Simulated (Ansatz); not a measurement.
Relaxation of ClH$_{4}$OSi (7 atoms, charge 0, multiplicity 2), to a largest force component of 0.03 eV/Å in at most 50 steps.

All numbers below come from UKS B3LYP/def2-mTZVP in Ansatz 0.2.0.

```xyz
7
Properties=species:S:1:pos:R:3
Si -0.013 -0.026 -0.268
H 0.046 0.013 2.388
H 1.383 0.071 -0.757
O -0.810 1.289 -0.889
H -1.768 1.337 -0.762
H -0.653 -1.312 -0.665
Cl -0.036 -0.052 3.730
```

Q: Where does it end, and by what steps?

A: It converged. After 6 steps the energy has fallen by 0.020 eV; Cl7 moved furthest, 0.22 Å.

```
step  energy less start (eV)  largest force component (eV/Å)  accepted
   0                  0.0000                           0.658       yes
   1                 -0.0179                           0.159       yes
   2                 -0.0182                           0.061       yes
   3                 -0.0193                           0.073       yes
   4                 -0.0181                           0.211        no
   5                 -0.0196                           0.032       yes
   6                 -0.0198                           0.026       yes
```

```xyz
7
Properties=species:S:1:pos:R:3
Si -0.003 -0.024 -0.179
H 0.003 -0.003 2.175
H 1.393 0.070 -0.665
O -0.801 1.288 -0.804
H -1.761 1.327 -0.705
H -0.649 -1.312 -0.559
Cl -0.034 -0.027 3.514
```

Whether the end is a true minimum wasn't checked by a vibrational analysis.

The run took 17 s on 2 threads of Intel(R) Xeon(R) Platinum 8259CL CPU @ 2.50GHz (Skylake/Cascade Lake), on a shared host, peak memory 0.21 GiB.
